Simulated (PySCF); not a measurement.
# A thermochemical cycle for AlH

PBE in PySCF with def2-TZVPPD on every atom, for the lowest determinant that a PBE0 search found; no spin–orbit coupling. AlH, a singlet (closed shell), has De = 3.01 eV to neutral atoms, and AlH⁺, a doublet (σ ↑), has De = 0.95 eV to Al⁺ + H.

At the same level the Al atom ionises at 6.07 eV.

Q: What is the adiabatic ionisation energy of the molecule, and does ionisation strengthen or weaken the bond?

A: IE = IE(Al) + De(neutral) − De(ion) = 6.07 + 3.01 − 0.95 = 8.13 eV. De changes by -2.06 eV, so ionisation weakens the bond.

For an ion De counts to the pair picked by the measured ionisation energies or electron affinities, which need not be the lowest pair at this level. States were picked by a PBE0 search and need not be the measured ground states.
